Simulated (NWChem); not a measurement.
System: hydrogen sulfide (H2S); SMILES S

```xyz
3

S      0.0000     0.0000     0.1136
H      0.9715     0.0000    -0.8224
H     -0.9715     0.0000    -0.8224
```
Atoms are numbered in this order, from 1.

The geometry was optimised at PBE0/def2-SVP.

Question: Give the principal values of the shielding tensors (ppm) of S1 from PBE/6-31G* (spherical d), GIAO (NWChem), with their diamagnetic and paramagnetic parts as GIAO splits them.

Answer: 
```json
[
 {"atom": "S1", "σ11": "552.1", "σ22": "645.2", "σ33": "872.8", "isotropic": "690.0", "diamagnetic": "1055.0", "paramagnetic": "-364.9"}
]
```
